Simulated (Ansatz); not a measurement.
Consider the substitution at a C–F bond: `COCF` + CH₃NH₂ → `CNCOC` + H–F.

Gas-phase electronic energies from Ansatz, PBE0-D4/def2-TZVP geometries. CCSD(T)/CBS adds triple-zeta CCSD(T) − MP2 to the extrapolated MP2 energy (def2 sets, frozen cores). This one scheme is used for every species. DFT in def2-TZVPP. B3LYP here is the variant with VWN-RPA as its local correlation; programs differ in this. HSE06 is defined as in plane-wave codes. One conformer a species, not always the lowest.

CCSD(T)/CBS gives -18.2 kJ/mol.

Question: Another level gave -12.1 kJ/mol. Which?
A. HSE06-D4/def2-TZVPP
B. ωB97X-V/def2-TZVPP
C. B3LYP/def2-TZVPP
D. HF/def2-TZVPP

Answer: A. HSE06-D4 -12.1, ωB97X-V -6.6, HF/def2-TZVPP 10.5, B3LYP 3.5 kJ/mol.

Largest T1 diagnostic among the species: 0.011.

Leaving LDA and LC-ωPBE aside and taking each functional with its dispersion term where it has one, the values, not all of them listed here, spread over 12.7 kJ/mol, from revPBE-D4 to B97M-V. LDA lies −15.0 kJ/mol from PBE without D4. At CCSD(T), def2-SVP lies +7.4 kJ/mol from the extrapolated value and def2-TZVPP +2.8 kJ/mol. From BLYP to BHLYP (50 % exact exchange), in def2-TZVPP and without D4, ΔE moves by −6.1 kJ/mol.
